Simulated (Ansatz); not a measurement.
This geometry of H₄LiSi₂ (7 atoms, charge 0, multiplicity 2) is a first-order saddle point.

Theory: UKS PBE0-D4/def2-SVP in Ansatz 0.2.0.

```xyz
7
Properties=species:S:1:pos:R:3
Li -2.830 -1.604 -0.834
Si -0.623 -1.168 -0.036
Si 0.561 0.852 0.070
H 0.367 -2.162 0.529
H 0.722 1.495 -1.280
H -0.138 1.885 0.912
H 1.941 0.702 0.638
```

**Question.** Which two structures does it join? (They come from a converged band through this point; their orientation in space is the band's.)

**Answer.** No bond is made or broken. The dihedral Li1–Si2–Si3–H7 goes from 120 to -119°. The two ends are copies of one structure, up to a mirror image or an exchange of like atoms.

Initial state:

```xyz
7
Properties=species:S:1:pos:R:3
Li -2.916 -1.497 0.570
Si -0.635 -1.166 -0.041
Si 0.581 0.829 -0.007
H 0.378 -2.169 -0.547
H 1.088 1.254 -1.358
H -0.280 1.958 0.489
H 1.783 0.792 0.894
```

Final state:

```xyz
7
Properties=species:S:1:pos:R:3
Li -1.940 -1.974 -1.847
Si -0.644 -1.161 -0.017
Si 0.523 0.858 0.126
H -0.363 -1.814 1.318
H 0.365 1.647 -1.144
H 0.056 1.759 1.236
H 2.004 0.685 0.328
```

**Question.** How far does it lie above each of them?

**Answer.** 0.7 kcal/mol above the first and 0.7 kcal/mol above the second. This is the barrier of this one path; another mechanism may lie lower.

The run took 6.1 min on 1 CPU thread of a shared host.
